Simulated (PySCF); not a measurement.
H3Si(SH), H₄SSi.
Z-matrix (Å and degrees, PBE0-D3(BJ)/def2-TZVP geometry), rows numbered from 1:
```
Si
S   1  2.1362
H   1  1.4848  2  111.64
H   1  1.4824  2  104.86  3   119.01
H   1  1.4849  2  111.62  3  -121.97
H   2  1.3435  1   94.76  3    61.05
```

Level: wB97X-D/pcSseg-2 in PySCF, non-relativistic, on one gas-phase PBE0-D3(BJ)/def2-TZVP geometry that isn't relaxed in the solvent. The solvent is an IEF-PCM continuum (Bondi radii, 1.10 Å for H, scaled by 1.2). Only the electrostatic response of the medium enters.

Gas phase at wB97X-D/pcSseg-2: HOMO -9.40 eV, LUMO 1.64 eV, dipole 1.26 D.

Problem. What does the continuum do to the energy, the frontier levels and the dipole at wB97X-D/pcSseg-2 in chloroform?

Solution. 
```csv
solvent,ε,E(solvent) − E(gas) (kcal/mol),polarisation term (kcal/mol),distortion of the solute (kcal/mol),HOMO (eV),LUMO (eV),dipole (D)
chloroform,4.711,-1.52,-1.71,0.19,-9.38,1.78,1.56
```

The polarisation term is half the interaction of the solute with the surface charges that it induces; the rest is the cost of distorting the solute's density. The sum is the electrostatic part of solvation alone.

Problem. Which radius a makes the point-dipole formula ΔE = −[(ε − 1)/(2ε + 1)]·μ²/a³ give the value in chloroform, with the gas-phase dipole?

Solution. μ = 0.494 au and |ΔE| = 0.00243 Eh give a = 1.74 Å; the farthest nucleus lies 2.09 Å from the centroid of the nuclei, so such a sphere wouldn't even hold the nuclei. The formula assumes a rigid point dipole at the centre of a sphere.

Note: wB97X-D ran without an empirical dispersion term, which enters the total energy and its gradient alone.
